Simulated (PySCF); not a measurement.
Isomers of C2H5N. Method used: PBE0-D3(BJ)/def2-SVP geometry optimisation, gas phase (PySCF 2.14.0). One conformer each; no zero-point energy, no entropy. No frequencies were run at this level. Point groups hold within 0.08 Å.

Task: Order them by energy at this level, lowest first, and give relative energies in kcal/mol.
A. E-ethanimine (`[H]/N=C/C`)
B. N-methylmethanimine, `N(C)=C`

Result: A (0.0), B (9.0).

As drawn, the lower has an N–H bond, which the higher lacks.

```
   SMILES      E (Eh)  E rel (kcal/mol)  dipole (D)  point group       A, B, C (MHz)
[H]/N=C/C  -133.69362               0.0        1.94           Cs   53648, 9800, 8738
     C=NC  -133.67921               9.0        1.42           Cs  53919, 10691, 9444
```

Task: How do the relative energies change in single points at PBE0/pcSseg-1 (no added dispersion term) on the same geometries?

Result: 
```
   SMILES  PBE0-D3(BJ)/def2-SVP (kcal/mol)  PBE0/pcSseg-1 (kcal/mol)  shift
[H]/N=C/C                              0.0                       0.0    0.0
     C=NC                              9.0                       9.1   +0.1
```

Each column counts from its own lowest isomer. The order is unchanged; the largest shift is 0.1 kcal/mol.
